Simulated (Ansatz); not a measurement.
Relaxation of CH4BN (7 atoms, charge 0, multiplicity 1), to a largest force component of 0.015 eV/Å in at most 40 steps.

Method: RKS BLYP-D4/def2-SVP (Ansatz).

```xyz
7
Properties=species:S:1:pos:R:3
B -0.860 0.305 -0.602
C 0.321 0.094 0.309
N 0.849 -1.056 0.322
H -1.261 -0.508 -1.295
H -1.417 1.407 -0.653
H 0.707 0.920 0.926
H 1.723 -1.230 0.946
```

Q: Where does it end, and by what steps?

A: The run converged. After 6 steps the energy has fallen by 0.269 eV; H7 moved furthest, 0.09 Å.

| step | energy less start (eV) | largest force component (eV/Å) | accepted |
| --- | --- | --- | --- |
| 0 | 0.0000 | 2.923 | yes |
| 1 | -0.2227 | 0.985 | yes |
| 2 | -0.2157 | 0.640 | no |
| 3 | -0.2673 | 0.115 | yes |
| 4 | -0.2677 | 0.155 | yes |
| 5 | -0.2691 | 0.022 | yes |
| 6 | -0.2692 | 0.005 | yes |

```xyz
7
Properties=species:S:1:pos:R:3
B -0.889 0.344 -0.625
C 0.349 0.073 0.310
N 0.885 -1.111 0.306
H -1.301 -0.552 -1.326
H -1.421 1.435 -0.642
H 0.749 0.890 0.961
H 1.689 -1.146 0.970
```

Time of the run: 12 s on 1 thread of Arm Neoverse V1 (shared host), peak memory 0.12 GiB.
